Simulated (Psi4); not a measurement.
Process, species as SMILES: P (PH3) → [PH2-] + H+
B3LYP-D3(BJ)/def2-TZVP geometries, fixed; electronic energies without zero-point terms.

How fast the deprotonation energy converges with the basis for several methods (Psi4): deviation from each method's own reference, in kcal/mol. References: B3LYP 372.77 kcal/mol, the value in aug-cc-pV(Q+d)Z; HF 376.40 kcal/mol, the value in aug-cc-pV(Q+d)Z; MP2 370.59 kcal/mol, Hartree-Fock in aug-cc-pV(Q+d)Z plus the correlation part extrapolated as X^-3 from aug-cc-pV(T+d)Z and aug-cc-pV(Q+d)Z; PBE 369.86 kcal/mol, the value in aug-cc-pV(Q+d)Z. All functions are spherical. Density fitting with the program's default auxiliary sets. In correlated methods cores are frozen. Psi4's default fitting sets serve the pcseg sets less well. No added dispersion term, no relativity. 

| basis | functions | B3LYP | HF | MP2 | PBE |
|---|---|---|---|---|---|
| 3-21G | 19 | 5.73 | … | 7.07 | 7.31 |
| 6-31G | 19 | 1.41 | … | 1.93 | 3.18 |
| pcseg-1 | 33 | 4.85 | … | 10.55 | 5.31 |
| 6-311+G** | 48 | -0.57 | … | 7.06 | -0.17 |
| def2-TZVPP | 84 | 7.43 | … | 9.24 | 7.87 |
| aug-pcseg-2 | 119 | -0.75 | … | 1.52 | -0.83 |
| cc-pV(Q+d)Z | 154 | 4.45 | … | 5.04 | 4.89 |
| aug-pcseg-3 | 236 | -0.48 | … | 0.58 | -0.64 |

Task: What belongs in the gaps?

Result: 
- 3-21G, HF: -4.34
- 6-31G, HF: -7.86
- pcseg-1, HF: 2.36
- 6-311+G**, HF: -1.07
- def2-TZVPP, HF: 5.94
- aug-pcseg-2, HF: -0.43
- cc-pV(Q+d)Z, HF: 3.42
- aug-pcseg-3, HF: -0.03

Mean absolute deviation over 6-311+G**, def2-TZVPP, aug-pcseg-2: HF 2.48, B3LYP 2.92, PBE 2.96, MP2 5.94 kcal/mol.
